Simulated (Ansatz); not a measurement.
hcp Ru, treated with RPBE (plane waves, PAW; Ansatz, an electronic-structure program).

Numerical settings: plane-wave cutoff 520 eV, 24×24×14 k mesh (along the axes of the cell as run), Fermi–Dirac smearing 0.05 eV, no spin polarisation, scalar-relativistic PAW data made under PBE.

Cell (relaxed at this level):

Ru is modelled in the hexagonal space group P6₃/mmc (No. 194), the hcp (Mg type) structure, Pearson symbol hP2. Lattice parameters: a = 2.735 Å, b = 2.735 Å, c = 4.312 Å, α = 90.00°, β = 90.00°, γ = 120.00°. Ru on 2c has 12 Ru at 2.672–2.735 Å (anticuboctahedral). (Neighbours: up to the widest gap in distance over summed covalent radii, below 1.35, at either atom.)

Q: Estimate the bulk modulus and pressure derivative B′ of the bulk modulus that the calculation returns.

A: 
* **bulk modulus**: 295 GPa
* **pressure derivative B′ of the bulk modulus**: 4.9

The run finds no gap.

Measured, for comparison: bulk modulus 318 GPa (zero-point energy and finite temperature contributions removed, our sources range from 318 to 336; as tabulated in doi:10.1021/acs.jctc.3c00612). Computed (rounded) less measured: bulk modulus -7 % (-7 % to -12 % over the range).

Note: the bulk modulus comes from volumes at which shape and atoms were relaxed.

Static lattice: no zero-point or thermal effects.

Computing time: about 6 core-minutes (a rough figure).
